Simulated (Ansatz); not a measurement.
Stepwise reaction of `SBS` with ammonia, as a gas-phase model of exchange steps in deposition or etching. ΔE in kJ/mol; ΔG adds harmonic PBE0-D4 terms to CCSD(T)/CBS, at 1 bar.

Program: Ansatz. Geometries: PBE0-D4/def2-TZVP. ΔE: electronic, gas phase. CCSD(T)/CBS is the MP2 limit (def2-TZVPP, def2-QZVPP) plus CCSD(T) − MP2 in def2-TZVPP, frozen cores. This one scheme is used for every species. Functionals use def2-TZVPP. B3LYP here is the variant with VWN-RPA as its local correlation; programs differ in this. Each species was taken in one conformer, which may not be the lowest.

| step | reaction | PBE-D4 | B3LYP-D4 | ωB97M-V | CCSD(T)/CBS | ΔG(500 K) |
| --- | --- | --- | --- | --- | --- | --- |
| 2 | `NBS` + NH₃ → `NBN` + H₂S | -18.8 | -26.7 | -26.4 | -22.5 | -28.5 |

Q: Give the row of step 1, `SBS` + NH₃ → `NBS` + H₂S. (An estimate is asked.)

A: The calculation gave: 
| step | reaction | PBE-D4 | B3LYP-D4 | ωB97M-V | CCSD(T)/CBS | ΔG(500 K) |
| --- | --- | --- | --- | --- | --- | --- |
| 1 | `SBS` + NH₃ → `NBS` + H₂S | -31.0 | -39.5 | -40.8 | -35.7 | -43.0 |

Q: By hand: ΔE of the 2 steps together at CCSD(T)/CBS.

A: (-35.7) + (-22.5) = -58.2 kJ/mol, or -29.1 kJ/mol a step.

In ΔE each step is higher than the one before. All are downhill at CCSD(T)/CBS. ΔG lies between -43.0 and -28.5 kJ/mol a step. PBE-D4 differs from CCSD(T)/CBS by 3.7 to 4.7 kJ/mol a step. Isolated molecules leave out the surface, adducts and barriers. Largest T1 diagnostic: 0.014.
